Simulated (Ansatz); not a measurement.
Two shapes of doublet SO₃(+).

Shape 1:

```xyz
4

S    -0.0091    0.0029    0.0052
O     1.1223   -0.8239   -0.0409
O    -0.2935    0.7379    1.1648
O    -0.8561    0.0947   -1.1083
```

Shape 2:

```xyz
4

S     0.0000    0.0000    0.0000
O     0.5591   -0.6891    1.1360
O    -1.2503   -0.4404   -0.5664
O     0.6912    1.1295   -0.5696
```

Basis set: def2-SVP (spherical functions). Charge 1, multiplicity 2.

Computed with Ansatz (development build ahead of 0.2.0); each method stands on the lowest determinant of its kind that the runs found.

**Question.** Which shape is lower in energy, and by how much in each method?

**Answer.**

```
             method  E(2) − E(1) (eV)
                UHF             0.004
PBE0 (unrestricted)            -0.160
```

Shape 2 is lower, bar methods that put the two within 0.005 eV. Caution for UHF: the determinant breaks the point group; the unrestricted determinant is spin contaminated.
